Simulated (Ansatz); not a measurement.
Ideal-gas functions of BH₅OSi (`OB[SiH3]`) at 600 K and 1 bar, from an Ansatz frequency run at PBE0-D4/def2-TZVP.

Molar mass 59.94 g/mol, point group Cs (symmetry number 1), electronic degeneracy 1, moments of inertia 14.3, 113.511, 122.021 u Å². Harmonic wavenumbers (cm⁻¹, unscaled): 75, 236, 408, 504, 654, 659, 888, 889, 935, 945, 993, 1184, 1368, 2201, 2202, 2221, 2542, 3848.

Use S(trans) = R[1.5 ln M + 2.5 ln T − 1.1517]; rotational temperatures θ = 24.2544 K / I; S(rot) = R[ln(√π/σ · √(T³/θAθBθC)) + 1.5]; for each mode x = 1.438777 ν̃/T, S = R[x/(eˣ − 1) − ln(1 − e⁻ˣ)] and H = RT x/(eˣ − 1); 1 cm⁻¹ = 0.0119627 kJ/mol; R = 8.31446 J/(mol·K).

Q: By hand: the entropy, in J/(mol·K).

A: Translation 174.4. Rotation: θ = 1.6961, 0.2137, 0.1988 K, giving 107.9. Vibration, mode by mode: 22.59, 13.16, 8.82, 7.23, 5.38, 5.32, 3.44, 3.44, 3.15, 3.09, 2.82, 1.97, 1.38, 0.27, 0.27, 0.26, 0.13, 0.01, in all 82.7. Electronic 0.0. Sum 365.0 J/(mol·K).

Q: By hand: H − E and G − E in kJ/mol, counted from the electronic energy.

A: Zero-point energy ½ × 22752 × 0.0119627 = 136.1; thermal vibration 26.6; translation, rotation and pV give 4 RT = 20.0. H − E = 182.7 kJ/mol, and G − E = 182.7 − 600 × 365.0/1000 = -36.3 kJ/mol.

Vibration gives 23 % of the entropy, 22.6 J/(mol·K) of it from the mode under 150 cm⁻¹: soft modes count most, and the harmonic formula is weakest for them. The sum counts one conformer and one mirror image; others add a mixing term.
